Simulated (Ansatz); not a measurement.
C$_{4}$H$_{7}$Cl, SMILES `C/C=C/CCl`. Charge 0, multiplicity 1.

Cartesian coordinates in Å:
```
C 1.330 -1.457 0.008
C 0.461 -0.315 0.398
C -0.357 0.336 -0.420
C -1.194 1.481 0.006
Cl -2.947 1.100 -0.146
H 1.093 -2.347 0.600
H 1.213 -1.707 -1.048
H 2.385 -1.231 0.193
H 0.511 0.000 1.440
H -0.440 0.036 -1.462
H -1.019 1.743 1.048
H -1.037 2.361 -0.618
```

(1) What are the harmonic wavenumbers in cm⁻¹ at PBE0-D4/def2-TZVP (Ansatz, finite differences of forces, unscaled)? (Best estimate.)

(2) Is this a minimum?

(3) Give the ideal-gas thermochemistry at 298.15 K and 1 bar (rigid rotor, harmonic oscillator; point group C1, symmetry number 1).

(4) Rotational constants (cm⁻¹)?

## Answers

(1) The calculation gave: 89, 159, 214, 277, 359, 494, 708, 810, 897, 951, 1001, 1067, 1113, 1124, 1206, 1272, 1329, 1339, 1406, 1469, 1475, 1482, 1755, 3040, 3093, 3095, 3128, 3146, 3150, 3168.

(2) Yes, all 30 modes are real.

(3) Zero-point energy 262.1 kJ/mol; H(298) − E = 281.0 kJ/mol; entropy 330.5 J/(mol·K), of which translation 165.1, rotation 111.9, vibration 53.6; G(298) − E = 182.4 kJ/mol. Modes under 100 cm⁻¹ are hindered rotations or soft bends, so the harmonic entropy is rough.

(4) 0.4925, 0.04938, 0.04759.
